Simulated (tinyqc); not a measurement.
The integration grid: Kohn-Sham SCAN on finer and finer grids in the sto-3g basis, for OH+, spin multiplicity 3. Computed by the program tinyqc with PySCF. Self-consistent on each grid; the net force on the molecule should vanish.

Geometry (angstrom):
```
atom       x       y       z
O     0.0000  0.0000  0.0000
H     0.0000  0.0000  1.2610
```

Kohn-Sham energy on Becke grids (radial x angular points per atom):
```
grid       points  residual of the electron count  E (hartree)  E - finest (mhartree)  largest net force without grid terms (hartree/bohr)
10 x 14       274                       -5.57e-02   -74.073537             198.152029                                             1.18e-01
15 x 26       771                        5.03e-03   -74.296375             -24.685795                                             9.71e-02
20 x 50      1988                       -5.58e-04   -74.275704              -4.015361                                             1.68e-02
30 x 86      5141                       -1.84e-04   -74.273135              -1.445692                                             3.43e-02
50 x 194    19369                        1.39e-06   -74.270964               0.725168                                             1.50e-02
75 x 302    45253                       -1.72e-07   -74.271993              -0.303764                                             3.49e-02
120 x 590  141425                       -4.13e-10   -74.271689               0.000000                                             1.26e-02
```

What does the comparison show, and why?

The energy is within 0.1 mhartree of the finest grid first at 120 x 590. The error has both signs, since quadrature is not variational. The electron count and the net force are cheap signs of a poor grid.
